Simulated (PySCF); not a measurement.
Fill in the blanks.

Species: PH3.
Atom-mapped SMILES: `[PH3:1]` (hydrogens: H2, H3, H4 on P1)

| property | level | value |
| --- | --- | --- |
| point group | PBE0-D3(BJ)/def2-SVP | ? |
| rotational constants A, B, C | PBE0-D3(BJ)/def2-SVP | ? |
| dipole moment | PBE0/pcSseg-1 | ? |
| HOMO energy | PBE0/pcSseg-1 | ? |
| LUMO energy | PBE0/pcSseg-1 | 0.93 eV |
| 1H chemical shifts (computed TMS as zero) by class | GIAO PBE0/pcSseg-1 | 2.04 (H2/H3/H4) ppm |
| isotropic shieldings of nuclei other than C and H, by class | GIAO PBE0/pcSseg-1 | ? |

Gas-phase values; electronic properties from PySCF, density fitting. Isolated species at its PBE0-D3(BJ)/def2-SVP geometry, gas phase.

Task: What is the point group?

Result: C3v.

Task: Give the HOMO energy.

Result: -7.86 eV.

Task: What are the isotropic shieldings of nuclei other than C and H, by class?

Result: 583 (P1) ppm.

Task: What is the dipole moment?

Result: 0.98 D.

Task: The rotational constants A, B, C?

Result: 131.459, 131.452, 116.757 GHz.

The rotational constants are those of an oblate symmetric top; the small spread among constants that symmetry makes equal is optimisation noise. With B = h/(8π²I), that is 505.379 GHz u Å² over I, the principal moments of inertia are 3.84, 3.84 and 4.33 u Å² (most abundant isotopes). In atomic units the dipole is 0.39 e·bohr (1 au = 2.5417 D). Point group C3v permits a dipole; with 0.98 D the species has a pure rotational spectrum.
